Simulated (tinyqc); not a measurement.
Worked calculation: extended Hueckel theory, for HF. Computed by tinyqc, a small Python program that keeps every step (integrals from PySCF). Settings: charge = 0, K = 1.5, multiplicity = 1. Command: `OMP_NUM_THREADS=1 python tinyqc.py 23214 23215 out.jsonl` (the two numbers bound the seeds that draw the settings). One thread of a shared host (Intel(R) Xeon(R) Processor @ 2.60GHz), about 0.01 s of CPU time with the checks.

## Overlaps

Geometry (angstrom):
```
atom         x         y         z
F     0.000000  0.000000  0.000000
H     0.000000  0.000000  0.943000
```

Parameters chosen for this run:
```
element  shell  Slater exponent   H_ii (eV)
H           1s         1.300000  -13.600000
F           2s         2.425000  -40.000000
F           2p         2.425000  -18.100000
```

Slater orbitals, each expanded in six Gaussians scaled to its exponent.

overlap S, lower triangle:
```
           1F 2s    1F 2px    1F 2py    1F 2pz     2H 1s
1F 2s   1.000000
1F 2px  0.000000  1.000000
1F 2py  0.000000  0.000000  1.000000
1F 2pz  0.000000  0.000000  0.000000  1.000000
2H 1s   0.445323  0.000000  0.000000  0.368566  1.000000
```

## Wolfsberg-Helmholz matrix

diagonal H_ii (eV): 1F 2s -40.000000, 1F 2px -18.100000, 1F 2py -18.100000, 1F 2pz -18.100000, 2H 1s -13.600000

K = 1.500000

H_ij = K' S_ij (H_ii + H_jj)/2 for i != j (the diagonal keeps H_ii), with K' = 1.5.

H (eV), lower triangle:
```
             1F 2s      1F 2px      1F 2py      1F 2pz       2H 1s
1F 2s   -40.000000
1F 2px    0.000000  -18.100000
1F 2py    0.000000    0.000000  -18.100000
1F 2pz    0.000000    0.000000    0.000000  -18.100000
2H 1s   -17.901979    0.000000    0.000000   -8.762656  -13.600000
```

## Orbitals

valence electrons = 8

Solve H C = S C e through S^(-1/2); fill by pairs from the bottom, a degenerate level sharing its electrons equally; each orbital has its largest coefficient positive (the first on a tie).

orbital energies (eV): -40.000319  -18.507498  -18.100000  -18.100000  -1.976611

occupations: 2.000000  2.000000  2.000000  2.000000  0.000000

coefficients:
```
              MO1        MO2       MO3        MO4        MO5
1F 2s    0.998399  -0.086481  0.000000   0.000000  -0.541807
1F 2px   0.000000   0.000000  0.952639  -0.304103   0.000000
1F 2py   0.000000   0.000000  0.304103   0.952639   0.000000
1F 2pz  -0.000979   0.916682  0.000000   0.000000  -0.603079
2H 1s    0.003585   0.192408  0.000000   0.000000   1.210295
```

sum of one-electron energies = -189.415634 eV

Within a degenerate level the vectors are fixed only up to a rotation; this is one choice.

## Mulliken analysis

P = C n C^T; charge = valence electrons (H 1, F 7) minus the sum of (P S)_ii on the atom; overlap population = 2 sum P_ij S_ij between two atoms.

charges: 1F -0.807554, 2H 0.807554

Overlap populations:
```
pair     value
2-1   0.236756
```
